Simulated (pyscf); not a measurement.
**Multi-bond step: F–GeH₃ (SMILES [F][GeH3]) + H₂ (SMILES [H][H]) → F–GeH: (SMILES [F][GeH]) [singlet] + H₂ (SMILES [H][H]) + H₂ (SMILES [H][H])**

Gas phase, singlet surface, charge 0. Bonds broken: Ge1–H3, Ge1–H4, H6–H7. Bonds formed: H3–H7, H4–H6. Single points on ωB97X-D3(BJ)/def2-SVP structures (PySCF, gas phase).

Transition state (Å):

```xyz
7

Ge    -0.8535    -0.4215     0.1945
F     -1.2658    -0.8368     1.8512
H      0.5566    -0.3431    -0.8998
H     -1.2082     0.8160    -1.0435
H     -1.5479    -1.5791    -0.6145
H     -0.7360     0.4979    -1.8573
H      0.1743    -0.0998    -1.7832
```

One imaginary mode, 1870i cm⁻¹; descent along it reached the two sides named.

```json
[
 {"bond": "Ge1–H3", "change": "breaks", "reactant side (Å)": "1.533", "saddle": "1.787", "product side": "3.2"},
 {"bond": "Ge1–H4", "change": "breaks", "reactant side (Å)": "1.533", "saddle": "1.786", "product side": "2.447"},
 {"bond": "H6–H7", "change": "breaks", "reactant side (Å)": "0.760", "saddle": "1.092", "product side": "2.9"},
 {"bond": "H3–H7", "change": "forms", "reactant side (Å)": "2.9", "saddle": "0.993", "product side": "0.761"},
 {"bond": "H4–H6", "change": "forms", "reactant side (Å)": "2.8", "saddle": "0.993", "product side": "0.767"}
]
```

Electronic energies relative to the separated reactants (eV):

| level | barrier | reaction energy | reverse barrier |
|---|---|---|---|
| ωB97X-D3(BJ)/def2-TZVP | 2.97 | +1.45 | 1.52 |
| PBE/def2-TZVP | 2.28 | +1.22 | 1.06 |
| r²SCAN/def2-TZVP | 2.57 | +1.45 | 1.12 |
| B3LYP-D3(BJ)/def2-TZVP | 2.65 | +1.20 | 1.45 |
| PBE0-D3(BJ)/def2-TZVP | 2.62 | +1.45 | 1.17 |
| M06-2X/def2-TZVP | 3.03 | +1.35 | 1.68 |
| ωB97M-D3(BJ)/def2-TZVP | 2.85 | +1.27 | 1.58 |
| HF/def2-TZVP | 4.12 | +1.47 | 2.64 |

With ωB97M-D3(BJ)/def2-TZVP energies and thermal terms (ideal gas, 1 atm, RRHO with modes under 100 cm⁻¹ raised to 100, one conformer, R ln 2 for chiral ones without a mode under 150 cm⁻¹), in eV:

| T (K) | ΔH‡ | ΔG‡ | ΔH | ΔG |
|---|---|---|---|---|
| 298 | 2.79 | 3.09 | +1.13 | +0.72 |
| 600 | 2.76 | 3.42 | +1.16 | +0.30 |
| 900 | 2.76 | 3.75 | +1.15 | -0.13 |
| 1200 | 2.78 | 4.07 | +1.13 | -0.56 |

The same reactants have a lower exit, to GeH₄ + HF (barrier +2.04 eV at ωB97M-D3(BJ)/def2-TZVP, against +2.85 eV here). This is the saddle that the search found; another between the same sides may lie lower. Elements up to Kr have no core potential and no relativistic terms here.
